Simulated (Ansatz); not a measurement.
```yaml
crystal:
  periodic: [false, false, false]
  atoms:
    - {symbol: As, position_ang: [-0.579404, -0.249174, -0.001269]}
    - {symbol: Na, position_ang: [1.935705, 0.759054, 0.004098]}
    - {symbol: H, position_ang: [-1.082950, 1.208423, 0.000840]}
basis:
  gaussian: {orbitals: def2-TZVP}
magnetization: {spin_polarized: true, initial_magnetization: 1}
hamiltonian: {xc: pbe0}
relax: {f_tol: 0.004, max_steps: 80}
```

```sh
$ ansatz run in.yaml --threads 1 --pin off --events-out ev --progress --plain --max-ram 2176MiB
```

Steps of the relaxation (energy above the last step; positions in Å, forces in eV/Å):

```
3
step 1, 0.6 meV
As   -0.579   -0.249   -0.001   -0.083    0.046    0.000
Na    1.936    0.759    0.004    0.049    0.025    0.000
H    -1.083    1.208    0.001    0.034   -0.071    0.000
```

```
3
step 2, 0.0 meV
As   -0.586   -0.250   -0.001   -0.020    0.002    0.000
Na    1.939    0.762    0.004    0.013    0.007    0.000
H    -1.079    1.207    0.001    0.007   -0.010    0.000
```

```
3
step 3, 0.0 meV
As   -0.589   -0.251   -0.001    0.000   -0.001    0.000
Na    1.940    0.763    0.004    0.000    0.000    0.000
H    -1.078    1.206    0.001    0.001    0.001    0.000
```

Close pairs at the end: As1–H3 1.538 Å, As1–Na2 2.724 Å.

A stationary point of unrestricted PBE0 after 3 steps, with ⟨S²⟩ = 0.759 against 0.75 for a pure state; no frequencies were run, so it isn't proven a minimum. 20 s on 1 thread of Arm Neoverse V2, shared host.
